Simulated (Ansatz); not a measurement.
Ideal-gas functions of B₂H₄O, SMILES `BOB` at 600 K and 1 bar, from an Ansatz frequency run at PBE0-D4/def2-TZVP.

Molar mass 41.66 g/mol, point group C2v (symmetry number 2), electronic degeneracy 1, moments of inertia 8.289, 44.422, 52.711 u Å². Harmonic wavenumbers (cm⁻¹, unscaled): 184, 252, 344, 972, 997, 1063, 1071, 1097, 1228, 1320, 1382, 2556, 2581, 2666, 2674.

Use S(trans) = R[1.5 ln M + 2.5 ln T − 1.1517]; rotational temperatures θ = 24.2544 K / I; S(rot) = R[ln(√π/σ · √(T³/θAθBθC)) + 1.5]; for each mode x = 1.438777 ν̃/T, S = R[x/(eˣ − 1) − ln(1 − e⁻ˣ)] and H = RT x/(eˣ − 1); 1 cm⁻¹ = 0.0119627 kJ/mol; R = 8.31446 J/(mol·K).

Q: By hand: the entropy, in J/(mol·K).

A: Translation 169.9. Rotation: θ = 2.9261, 0.546, 0.4601 K, giving 92.5. Vibration, mode by mode: 15.18, 12.63, 10.15, 2.94, 2.80, 2.47, 2.44, 2.32, 1.81, 1.52, 1.35, 0.13, 0.12, 0.10, 0.10, in all 56.1. Electronic 0.0. Sum 318.5 J/(mol·K).

Q: By hand: H − E and G − E in kJ/mol, counted from the electronic energy.

A: Zero-point energy ½ × 20387 × 0.0119627 = 121.9; thermal vibration 18.8; translation, rotation and pV give 4 RT = 20.0. H − E = 160.7 kJ/mol, and G − E = 160.7 − 600 × 318.5/1000 = -30.4 kJ/mol.

Vibration gives 18 % of the entropy.
